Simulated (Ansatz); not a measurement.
Silicon tetrafluoride, F$_{4}$Si at its PBE0-D4/def2-TZVP geometry, where that method's forces vanish. Total charge 0; spin multiplicity 1.

```xyz
5

F    -0.8574   -1.0417   -0.7867
Si    0.0000    0.0000    0.0000
F    -0.4684    1.4435   -0.3692
F     1.5055   -0.1720   -0.3783
F    -0.1797   -0.2298    1.5343
```

(1) What forces (eV/Å) does r2SCAN-D4/def2-TZVPP give on these atoms in the Gaussian-basis code of Ansatz? (An estimate is asked.)

## Answers

(1) Computed: 
```
F1  -0.045 -0.058 -0.042
Si2  0.000 -0.001  0.001
F3  -0.024  0.079 -0.018
F4   0.081 -0.009 -0.023
F5  -0.012 -0.011  0.082
```
